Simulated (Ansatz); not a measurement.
System: LiF (charge 0, singlet). 
Structure (B3LYP-D3(BJ)/def2-TZVP (Ansatz, an electronic-structure program) minimum search):
```xyz
2

Li     0.0000     0.0000    -1.1712
F      0.0000     0.0000     0.3904
```
Charge 0, spin multiplicity 1.

Basis-set convergence of Hartree-Fock and CCSD correlation energies (hartree) with Ansatz. Cores are frozen in the correlated levels unless marked. Spin-orbit coupling is left out. Non-relativistic.

```json
[
 {"basis": "def2-SVPD", "functions": "35", "E(HF)": "-106.86655", "E(corr, CCSD)": "-0.21775"},
 {"basis": "def2-TZVPPD", "functions": "62", "E(HF)": "-106.98744", "E(corr, CCSD)": "-0.27560"},
 {"basis": "def2-QZVPPD", "functions": "101", "E(HF)": "-106.99232", "E(corr, CCSD)": "-0.29873"}
]
```

Extrapolating the two largest sets (X = 3 and 4) as X^-3: E(corr) = (64·(-0.29873) - 27·(-0.27560))/37 = -0.3156 Eh, an estimate of the basis-set limit. The largest set recovers 94.7 % of it, the smallest 69.0 %.
